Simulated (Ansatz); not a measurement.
Breaking a bond: H2, singlet.

Computed with: UKS-PBE = Ansatz (an electronic-structure program) with unrestricted PBE/def2-TZVP; UKS-PBE0 = unrestricted PBE0/def2-TZVP (Ansatz); RKS-PBE = restricted PBE/def2-TZVP in Ansatz; UCCSD(T) = CCSD(T) on UHF/def2-TZVP, frozen core run with Ansatz; RKS-PBE0 = restricted PBE0/def2-TZVP in Ansatz.

Energies are in kJ/mol, each relative to the lowest point of its own curve near equilibrium.

```csv
R / Å,UKS-PBE,UKS-PBE0,RKS-PBE,UCCSD(T),RKS-PBE0
0.60,54.5,52.0,54.5,49.7,52.0
0.64,26.8,24.9,26.8,23.2,24.9
0.68,10.0,8.8,10.0,?,8.8
0.69,7.3,6.2,7.3,?,6.2
0.73,0.8,0.4,0.8,?,0.4
0.75,0.0,0.0,0.0,0.0,0.0
0.77,0.5,0.9,0.5,?,0.9
0.80,3.5,4.5,3.5,5.0,4.5
0.83,8.7,10.3,8.7,11.1,10.3
0.85,13.2,15.3,13.2,16.1,15.3
0.93,37.5,41.3,37.5,42.3,41.3
1.01,68.4,74.1,68.4,74.6,74.1
1.13,120.7,129.5,120.7,127.7,129.5
1.24,170.3,182.2,170.3,176.5,182.2
1.34,214.7,229.4,214.7,218.5,229.4
1.49,277.2,296.5,277.2,274.5,296.5
1.66,339.9,354.2,340.6,326.2,365.2
1.85,384.6,391.4,401.2,368.9,431.9
1.99,404.0,407.6,439.3,391.3,474.3
2.21,421.1,422.0,489.0,414.6,530.8
2.63,433.2,432.5,556.2,434.5,610.0
2.97,436.1,434.9,591.0,439.8,653.3
```

Q: Fill in the missing entries.

A: 
- 0.68, UCCSD(T): 7.8
- 0.69, UCCSD(T): 5.4
- 0.73, UCCSD(T): 0.2
- 0.77, UCCSD(T): 1.1

The unrestricted determinant behind UKS-PBE, UKS-PBE0 is spin-contaminated at 1.66 to 2.97 Å (<S²> up to 1.0, against 0.00 for a pure singlet). The restricted form behind RKS-PBE, RKS-PBE0 keeps the bonding electrons paired and can't separate into open-shell fragments. The unrestricted determinant behind UCCSD(T) is spin-contaminated at 1.24 to 2.97 Å (<S²> up to 1.0, against 0.00 for a pure singlet). With two correlated electrons CCSD is exact in the basis where it finds the lowest root (UCCSD(T)).
